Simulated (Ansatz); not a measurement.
**Worked example: correlation energy of OF⁺, singlet**

Geometry: a PBE0/def2-TZVP stationary point for this spin. The triplet lies 1.6 eV lower here.

```xyz
2

O     0.0000    0.0000    0.0000
F     0.0000    0.0000    1.2083
```

Basis 6-31G; Ansatz 0.2.0. Only valence electrons are correlated (noble-gas cores frozen), which leaves 12 electrons in 16 orbitals. R marks a restricted (for open shells ROHF) determinant.

Full CI is exact within this basis and frozen core; it isn't the basis-set limit.

The determinant fills πx and πy unequally, so it is a mixture of Σ and Δ, which weighs on every level built on one determinant.

The determinant has the irrep A1, whose lowest full-CI state lies within 3 meV of the A2 state that serves as the reference.

RCCSD has a T1 diagnostic of 0.047 and a largest doubles amplitude of 0.15.

Runs differ by some tens of microhartree through their thresholds, so steps under 0.03 kcal/mol mean nothing.

```tsv
level	total energy (hartree)
RHF	-173.488690
RMP2	-173.747060
RCCSD	-173.752403
RCCSD(T)	-173.766791
RCCSDT*	-173.773057
RCCSDT(Q)*	-173.778003
RCCSDTQ*	-173.776740
full CI	-173.777383
```

**Question.** What is the correlation energy at full CI, and what share of it do RMP2 and RCCSDTQ recover?

**Answer.** E(corr) = -173.777383 − (-173.488690) = -0.288693 hartree = -7.856 eV. RMP2: -0.258370 / -0.288693 = 89.50 %. RCCSDTQ: -0.288050 / -0.288693 = 99.78 %.

**Question.** By how many kcal/mol does RCCSD(T) miss full CI (1 hartree = 627.509 kcal/mol), and which steps make up the rest?

**Answer.** -173.766791 − (-173.777383) = 0.010592 hartree = 6.65 kcal/mol. Steps: RCCSDT − RCCSD(T) = -3.93, RCCSDT(Q) − RCCSDT = -3.10, RCCSDTQ − RCCSDT(Q) = 0.79, full CI − RCCSDTQ = -0.40 kcal/mol. With more than one leading determinant such errors change with state and geometry, and needn't cancel in differences.

An asterisk marks runs whose energy the program itself flagged as in doubt.
